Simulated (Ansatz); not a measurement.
Ansatz (a first-principles code) input for isobutene cation (C4H8), SMILES C=C(C)C (connectivity only; charge and spin as stated), charge +1, multiplicity 2, PBE/def2-SVPD. Geometry optimised at TPSSh-D3(BJ)/def2-SVP. The multiplicity is an assumed one; no other spin state was optimised.

Ansatz 0.2 input:
```yaml
crystal:
  periodic: [false, false, false]
  atoms:
    - {symbol: C, position_ang: [-1.27708996, 0.01844858, -0.67388404]}
    - {symbol: C, position_ang: [0.00000000, 0.00000000, 0.05728959]}
    - {symbol: C, position_ang: [1.27708997, -0.01844858, -0.67388403]}
    - {symbol: C, position_ang: [-0.00000001, -0.00000000, 1.48541201]}
    - {symbol: H, position_ang: [-1.18679828, 0.48399348, -1.66665047]}
    - {symbol: H, position_ang: [-1.52785263, -1.05161652, -0.86963234]}
    - {symbol: H, position_ang: [-2.11195877, 0.43714261, -0.09514224]}
    - {symbol: H, position_ang: [1.52785264, 1.05161651, -0.86963232]}
    - {symbol: H, position_ang: [2.11195877, -0.43714261, -0.09514222]}
    - {symbol: H, position_ang: [1.18679830, -0.48399349, -1.66665045]}
    - {symbol: H, position_ang: [0.93963479, 0.03435132, 2.04662442]}
    - {symbol: H, position_ang: [-0.93963481, -0.03435132, 2.04662441]}
basis:
  gaussian:
    orbitals: def2-SVPD
hamiltonian:
  xc: {name: PBE}
total_charge: 1
magnetization: {spin_polarized: true, initial_magnetization: 1}
```

Log of the run:

```
Functional definition: PBE
integrals: 0.06 GiB planned
1188 factors; their error is unknown
mean field: 0.60 GiB planned
mean field evaluation 1: about -4244.8465 eV, gradient 5.5e1 eV
mean field evaluation 2: about -4218.6829 eV, gradient 8.2e1 eV
mean field evaluation 4: about -4260.2404 eV, gradient 5.4e0 eV
mean field evaluation 8: about -4260.3818 eV, gradient 2.0e-1 eV
mean field evaluation 16: about -4260.3108 eV, gradient 1.1e-4 eV
mean field -4260.31084778 eV, -156.5635359135 hartree, gradient 1.7e-5 eV, S^2 0.752024; 0 other end points of the search recorded, 0 dependent functions left out
reference -4260.31088619 eV, -156.5635373250 hartree; 16, 15 occupied and 128, 129 virtual orbitals, 1188 factors
Total energy: -4260.31088619 eV, -156.5635373250 hartree
```

The run converged.
